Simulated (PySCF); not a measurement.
H3Si, SMILES [SiH3] (connectivity only; charge and spin as stated), charge +1, multiplicity 1. The structure is a stationary point at B3LYP-D3(BJ)/def2-TZVPD. The spin state was assumed, not searched. The isomer is the one that the SMILES or the coordinates give; other isomers of the formula were not compared.

TDA-PBE/def2-TZVPD run with PySCF puts the lowest singlet excitations at 5.29, 5.29, 9.85, 9.85, 10.35, 10.63 eV.

What are the lowest excitation roots from PySCF with ADC(2)/aug-cc-pVDZ? (An estimate is asked for; the answer gives what the named calculation found.)

6.10, 6.10, 11.40, 11.40, 12.76, 12.76 eV. S1 differs by 0.81 eV (second minus first; roots are paired by order, and the bases may differ).
